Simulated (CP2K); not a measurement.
# C2H8Si (dimethylsilane) at GFN1-xTB

What is the vertical ionisation energy of C2H8Si (dimethylsilane) at GFN1-xTB? 

The calculation is run with CP2K 2026.2.

1 further run of the same task is left out (it didn't finish).

**1. The structure to begin with**

C2H8Si has 11 atoms, charge 0, and is taken as a singlet. As SMILES, `C[SiH2]C`. The shape is that of a PBE0-D4/def2-TZVP optimisation.

Bond lengths: C1–Si2 1.872 Å, Si2–C3 1.872 Å, C1–H4 1.092 Å, C1–H5 1.093 Å, C1–H6 1.093 Å, Si2–H7 1.491 Å, Si2–H8 1.491 Å, C3–H9 1.093 Å, C3–H10 1.092 Å, C3–H11 1.093 Å. Some angles: C1–Si2–C3 111.5°, C1–Si2–H7 109.5°, C1–Si2–H8 109.5°, C3–Si2–H7 109.5°, C3–Si2–H8 109.5°, Si2–C1–H4 111.0°, Si2–C1–H5 110.9°, Si2–C1–H6 110.9°, Si2–C3–H9 110.9°, Si2–C3–H10 111.0°.

**2. A single-point energy at GFN1-xTB**

File mol.inp:

```
&global
   project mol
   run_type ENERGY
   print_level MEDIUM
&end global

&force_eval
   method Quickstep
   &dft
      &qs
         method XTB
         eps_default 1.0E-10
         &xtb
            gfn_type 1
            check_atomic_charges F
         &end xtb
      &end qs
      ! cluster boundary conditions
      &poisson
         periodic NONE
         poisson_solver ANALYTIC
      &end poisson
      ! self-consistent field
      &scf
         scf_guess ATOMIC
         eps_scf 1.0E-07
         max_scf 150
         &diagonalization
            algorithm STANDARD
         &end diagonalization
         &mixing
            method BROYDEN_MIXING
            alpha 0.4
            nbuffer 8
         &end mixing
      &end scf
      &print
         &moments
            periodic F
            reference COM
            max_moment 1
         &end moments
         &mo ON
            energies T
            occupation_numbers T
            ndigits 6
            &each
               qs_scf 0
            &end each
            add_last NUMERIC
         &end mo
         &hirshfeld OFF
         &end hirshfeld
      &end print
   &end dft
   ! atoms, cell and kinds
   &subsys
      ! box in angstrom
      &cell
         abc 12.1 11.2 11
         periodic NONE
      &end cell
      &coord
         SCALED T
         C    0.41145455   0.58275446   0.42886818
         Si   0.47269421   0.43807589   0.48101364
         C    0.60953719   0.46137054   0.55676818
         H    0.33165289   0.56844196   0.38478636
         H    0.46587603   0.62716518   0.36372273
         H    0.39866942   0.64326339   0.50553182
         H    0.48668595   0.35673661   0.37478636
         H    0.39534711   0.37860268   0.56745909
         H    0.66834711   0.50311161   0.49446818
         H    0.64474380   0.37657589   0.58692273
         H    0.60112397   0.51918304   0.63627727
      &end coord
   &end subsys
&end force_eval
```

Started as:

```
$ OMP_NUM_THREADS=1 cp2k.psmp -i mol.inp -o mol.out
```

The program printed, shortened:

```text
CP2K| version string:                                       CP2K version 2026.2
[...]
 GLOBAL| Method name                                                        CP2K
[...]
 GLOBAL| Run type                                                         ENERGY
[...]
                             - Atoms:                                         11
[...]
                             - Spherical basis functions:                     33
[...]
 Number of electrons:                                                         20
[...]
     1 NoMix/Diag. 0.40E+00    0.0     0.19572319       -10.3908789376 -1.04E+01
[...]
    52 Broy./Diag. 0.40E+00    0.0     0.00000005       -10.3966380207  1.30E-08
  *** SCF run converged in    52 steps ***
[...]
 TB_DIPOLE| Moment [Debye]          0.29245794       0.60229458       0.08298227
 TB_DIPOLE| Derivative [a.u.]       0.00000000       0.00000000       0.00000000
[...]
 ENERGY| Total FORCE_EVAL ( QS ) energy [hartree]            -10.396638020652924
[...]
```

Run time: 0.38 s. Hardware: 1 thread of Arm Neoverse V1, shared host.

**3. The doublet cation**

File mol.inp:

```
&GLOBAL
    PROJECT mol
    RUN_TYPE ENERGY
    PRINT_LEVEL MEDIUM
&END GLOBAL

&FORCE_EVAL
    METHOD QS
    &DFT
        CHARGE 1
        MULTIPLICITY 2
        SPIN_POLARIZED T
        &QS
            METHOD XTB
            EPS_DEFAULT 1.0E-10
            &XTB
                GFN_TYPE 1
                CHECK_ATOMIC_CHARGES F
            &END XTB
        &END QS
        &POISSON
            PERIODIC NONE
            POISSON_SOLVER ANALYTIC
        &END POISSON
        &SCF
            SCF_GUESS ATOMIC
            EPS_SCF 1.0E-07
            MAX_SCF 40
            &OT
                MINIMIZER CG
                PRECONDITIONER FULL_SINGLE_INVERSE
            &END OT
            &OUTER_SCF
                EPS_SCF 1.0E-07
                MAX_SCF 10
            &END OUTER_SCF
        &END SCF
        &PRINT
            &MOMENTS
                PERIODIC F
                REFERENCE COM
                MAX_MOMENT 1
            &END MOMENTS
            &MO_CUBES
                NLUMO 3
                NHOMO -1
                WRITE_CUBE F
            &END MO_CUBES
            &HIRSHFELD OFF
            &END HIRSHFELD
        &END PRINT
    &END DFT
    &SUBSYS
        &CELL
            ABC 12.1 11.2 11
            PERIODIC NONE
        &END CELL
        &COORD
            SCALED T
            C    0.41145455   0.58275446   0.42886818
            Si   0.47269421   0.43807589   0.48101364
            C    0.60953719   0.46137054   0.55676818
            H    0.33165289   0.56844196   0.38478636
            H    0.46587603   0.62716518   0.36372273
            H    0.39866942   0.64326339   0.50553182
            H    0.48668595   0.35673661   0.37478636
            H    0.39534711   0.37860268   0.56745909
            H    0.66834711   0.50311161   0.49446818
            H    0.64474380   0.37657589   0.58692273
            H    0.60112397   0.51918304   0.63627727
        &END COORD
    &END SUBSYS
&END FORCE_EVAL
```

Started as:

```
$ OMP_NUM_THREADS=1 cp2k.psmp -i mol.inp > mol.out 2>&1
```

The program printed, shortened:

```text
CP2K| version string:                                       CP2K version 2026.2
[...]
 GLOBAL| Method name                                                        CP2K
[...]
 GLOBAL| Run type                                                         ENERGY
[...]
                             - Atoms:                                         11
[...]
                             - Spherical basis functions:                     33
[...]
 Number of electrons:                                                         10
[...]
     1 OT CG       0.80E-01    0.0     0.02051282        -9.8254540445 -9.83E+00
[...]
    40 OT CG       0.33E+00    0.0     0.00000007        -9.8498073457 -4.09E-12
  *** SCF run converged in    40 steps ***
[...]
 TB_DIPOLE| Moment [Debye]          0.35951378       0.73870763       0.10200835
 TB_DIPOLE| Derivative [a.u.]       0.00000000       0.00000000       0.00000000
[...]
 ENERGY| Total FORCE_EVAL ( QS ) energy [hartree]             -9.849807345677883
[...]
```

It took 1.2 s on 1 thread of Arm Neoverse V1, shared host.

**4. Summary of results**

Level: GFN1-xTB.

| quantity | value |
| --- | --- |
| singlet C2H8Si: total energy | -10.39664 Eh |
| singlet C2H8Si: dipole moment (from atomic charges alone) | 0.67 D |
| singlet C2H8Si: HOMO energy | -11.94 eV |
| singlet C2H8Si: dispersion energy | -7.78 kJ/mol |
| doublet cation: total energy | -9.84981 Eh |
| doublet cation: HOMO energy (highest over α and β) | -17.75 eV |
| doublet cation: dispersion energy | -7.78 kJ/mol |
| vertical ionisation energy (to the doublet cation) | 14.880 eV |

In words: The vertical ionisation energy comes to 14.88 eV (1436 kJ/mol). xTB total energies overstate such differences by several eV unless an empirical shift is taken off; none is applied here. The dipole (singlet C2H8Si) comes from point charges on the atoms alone, without atomic dipoles, so it is partial.
